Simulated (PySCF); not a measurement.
H₂P, SMILES [PH2], multiplicity 2.

Geometry: ωB97X-D3(BJ)/def2-TZVPD. The isomer is the one that the SMILES or the coordinates give; other isomers of the formula were not compared.

Level of theory: CAM-B3LYP/def2-TZVPD run with PySCF.

Computed frontier levels, dipole moment and polarisability:
```yaml
"α spin, highest occupied and lowest empty level": -8.45 and 0.95 eV
"β spin, highest occupied and lowest empty level": -9.73 and -2.07 eV
dipole_moment: 0.57 D
quadrupole, principal values (traceless, Buckingham form, about the centre of nuclear charge): -0.97, -0.35, 1.33 D·Å
mean_static_polarisability: 29.2 bohr³ (4.33 Å³)
polarisability_principal_values: 27.3, 29.9, 30.4 bohr³
"⟨S²⟩": 0.756 (pure state 0.75)
```
